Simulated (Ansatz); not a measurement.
**What a trial cell of Mg relaxes into**

Theory: DFT r2SCAN, scalar-relativistic, plane waves, PAW in Ansatz. Cutoff 500 eV, Γ-centred k mesh, Gaussian smearing, no spin polarisation in the final step.

The start puts Mg on the simple cubic structure type (Pm-3m, No. 221), at a guessed volume.

```xyz
1
Lattice="2.8624 0.0000 0.0000 0.0000 2.8624 0.0000 0.0000 0.0000 2.8624" Properties=species:S:1:pos:R:3 pbc="T T T"
Mg    0.0000    0.0000    0.0000
```

Cell and atoms relax at zero pressure; the relaxation can't lower the symmetry of the start.

Energies count from the standard state of Mg at the same level.

Which crystal results?

It keeps Pm-3m (No. 221). The result has the simple cubic structure. Conventional cell: a = 2.995 Å. Around Mg lie 6 Mg at 2.99 Å.

```cif
data_structure
_symmetry_space_group_name_H-M 'Pm-3m'
_symmetry_Int_Tables_number 221
_cell_length_a 2.9948
_cell_length_b 2.9948
_cell_length_c 2.9948
_cell_angle_alpha 90.000
_cell_angle_beta 90.000
_cell_angle_gamma 90.000
_cell_volume 26.86
loop_
_atom_site_label
_atom_site_type_symbol
_atom_site_symmetry_multiplicity
_atom_site_Wyckoff_symbol
_atom_site_fract_x
_atom_site_fract_y
_atom_site_fract_z
_atom_site_occupancy
Mg1 Mg 1 a 0.00000 0.00000 0.00000 1
```

What are its volume, energy, density and gap?

The volume per atom is 26.86 Å³, the density is 1.50 g/cm³ and the energy over the standard structure is 0.46 eV/atom. The gap on the 14×14×14 mesh is 0 eV (a metal).

The final run used a 14×14×14 mesh on its 1-atom cell and 0.10 eV smearing. The k mesh leaves about 4 meV/atom of noise in metals. A structure relaxed within its symmetry needn't be a true minimum.